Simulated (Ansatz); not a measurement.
The inner images of a band of H + H4Si (6 atoms, charge 0, multiplicity 2) are given out of order.

Method: UKS B3LYP/def2-SVP in Ansatz.

Image 0:

```xyz
6
Properties=species:S:1:pos:R:3
Si 0.000 0.000 -0.239
H 0.000 0.000 1.252
H 1.406 0.000 -0.736
H -0.702 1.217 -0.736
H -0.702 -1.217 -0.736
H 0.000 0.000 4.116
```

Image 8:

```xyz
6
Properties=species:S:1:pos:R:3
Si 0.000 0.000 -0.639
H 0.000 0.000 3.039
H 1.423 0.000 -1.093
H -0.711 1.232 -1.093
H -0.711 -1.232 -1.093
H 0.000 0.000 3.801
```

**Question.** Put them in order from the first end to the last, with their energies above the first end.
A.
```xyz
6
Properties=species:S:1:pos:R:3
Si 0.000 0.000 -0.083
H -0.004 0.000 1.415
H 1.408 0.000 -0.571
H -0.703 1.219 -0.575
H -0.703 -1.219 -0.575
H 0.004 0.000 3.311
```
B.
```xyz
6
Properties=species:S:1:pos:R:3
Si 0.000 0.000 -0.160
H 0.000 0.000 1.333
H 1.406 0.000 -0.655
H -0.703 1.217 -0.655
H -0.703 -1.217 -0.655
H 0.000 0.000 3.714
```
C.
```xyz
6
Properties=species:S:1:pos:R:3
Si 0.008 0.000 -0.381
H -0.001 0.000 2.503
H 1.426 0.000 -0.843
H -0.710 1.234 -0.812
H -0.710 -1.234 -0.812
H -0.012 0.000 3.267
```
D.
```xyz
6
Properties=species:S:1:pos:R:3
Si 0.003 0.000 -0.508
H -0.001 0.000 2.771
H 1.424 0.000 -0.965
H -0.711 1.232 -0.955
H -0.711 -1.232 -0.955
H -0.003 0.000 3.533
```
E.
```xyz
6
Properties=species:S:1:pos:R:3
Si -0.002 0.000 -0.129
H -0.002 0.000 1.941
H 1.426 0.000 -0.541
H -0.713 1.236 -0.555
H -0.713 -1.236 -0.555
H 0.005 0.000 2.760
```
F.
```xyz
6
Properties=species:S:1:pos:R:3
Si -0.002 0.000 -0.017
H -0.006 0.000 1.527
H 1.411 0.000 -0.492
H -0.705 1.221 -0.503
H -0.705 -1.221 -0.503
H 0.008 0.000 2.910
```
G.
```xyz
6
Properties=species:S:1:pos:R:3
Si 0.005 0.000 -0.260
H -0.003 0.000 2.232
H 1.430 0.000 -0.691
H -0.712 1.236 -0.681
H -0.712 -1.236 -0.681
H -0.006 0.000 3.003
```

**Answer.** B (+0.003 eV), A (+0.021 eV), F (+0.050 eV), E (-0.316 eV), G (-0.476 eV), C (-0.541 eV), D (-0.563 eV).

The run took 42 s on 1 thread of Arm Neoverse V2, on a shared host, peak memory 0.097 GiB.
